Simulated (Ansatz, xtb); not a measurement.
C5H3N: which of two isomers lies lower

Structure I: `C#C/C=C/C#N`, a singlet. Structure II: `C=CC#CC#N`, a singlet. Both are isolated molecules in the gas phase, relaxed with r2SCAN-D4/def2-SVP.

Quicker runs give these differences E(II) − E(I): GFN2-xTB −1.56 kcal/mol; HF/STO-3G −3.19 kcal/mol (at GFN2-xTB geometries); r2SCAN-D4/def2-SVP//GFN2-xTB −4.02 kcal/mol.

Estimate E(II) − E(I) at the level CCSD(T)/def2-SVP + ΔMP2/def2-TZVPP.

Too close to call at this level: CCSD(T)/def2-SVP + ΔMP2/def2-TZVPP gives E(II) − E(I) = −0.57 kcal/mol.

Level by level:

```
                             level            geometry  E(II) − E(I) (kcal/mol)  departure from the last row (kcal/mol)  job, with rough time for the two
                          GFN2-xTB            GFN2-xTB                     −1.56                                   −1.00              optimisation, 0.22 s
                         HF/STO-3G            GFN2-xTB                     −3.19                                   −2.62              single point, 0.42 s
      r2SCAN-D4/def2-SVP//GFN2-xTB            GFN2-xTB                     −4.02                                   −3.46                 single point, 3 s
                r2SCAN-D4/def2-SVP  r2SCAN-D4/def2-SVP                     −3.76                                   −3.19                optimisation, 27 s
                       HF/def2-SVP  r2SCAN-D4/def2-SVP                     +0.52                                   +1.09           part of the CCSD(T) run
                      MP2/def2-SVP  r2SCAN-D4/def2-SVP                     −2.24                                   −1.68           part of the CCSD(T) run
                  CCSD(T)/def2-SVP  r2SCAN-D4/def2-SVP                     −1.11                                   −0.55                      single point
CCSD(T)/def2-SVP + ΔMP2/def2-TZVPP  r2SCAN-D4/def2-SVP                     −0.57                                                        single point, 36 s
```

As drawn, both hold the same kinds of bond in the same numbers.

The largest departure from CCSD(T)/def2-SVP + ΔMP2/def2-TZVPP is that of r2SCAN-D4/def2-SVP//GFN2-xTB, 3.46 kcal/mol. The last row adds to CCSD(T) the change of the MP2 difference between the two basis sets, here +0.55 kcal/mol.

With harmonic frequencies from r2SCAN-D4/def2-SVP (ideal gas, rigid rotor, one conformer each, 298.15 K, 1 atm): the zero-point term adds +0.48 kcal/mol; ΔH is −0.12 and ΔG −0.19 kcal/mol.

The correlated steps freeze 6 core orbitals. Run with Ansatz 0.2.0, xtb 6.7.1; the last row on 2 threads of Intel(R) Xeon(R) Processor @ 2.70GHz on a shared host.
